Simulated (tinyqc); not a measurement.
Orbital energy against energy difference: ionisation energy by orbital energies and by energy differences in the cc-pvdz basis, for HF, spin multiplicity 1. Computed by the program tinyqc with PySCF. The cation is unrestricted; errors are against CCSD(T) in this basis, not against experiment.

Geometry (angstrom):
```
atom,x,y,z
F,0.0000,0.0000,0.0000
H,0.0000,0.0000,0.8070
```

CCSD(T) difference in the same basis = 15.9091 eV

IP-EOM-CCSD = 15.6814 eV

First vertical ionisation energy (eV):
```
method,-e(HOMO),E(cation) - E,error of -e(HOMO),error of the difference
HF,17.4411,14.661824,1.5321,-1.2472
LDA,8.7391,16.668337,-7.1699,0.7593
PBE,8.5906,16.226668,-7.3185,0.3176
PBE0,11.0953,16.160687,-4.8138,0.2516
CAM-B3LYP,12.6023,16.284845,-3.3068,0.3758
LC-wPBE,13.9537,16.345709,-1.9553,0.4366
```

Estimate the missing row, method = B3LYP.

Computed row:
```
method  -e(HOMO)  E(cation) - E  error of -e(HOMO)  error of the difference
B3LYP    10.6460      16.288720            -5.2631                   0.3796
```

Koopmans errs by +1.53 eV and Delta-HF by -1.25 eV: relaxation, 2.78 eV, lowers the value and the missing correlation difference works against it. The PBE level is off by -7.3 eV through the wrong tail of its potential, though its energy difference is off by +0.32 eV; exact exchange deepens the level, and among the orbital energies HF comes closest; among the differences PBE0 does.
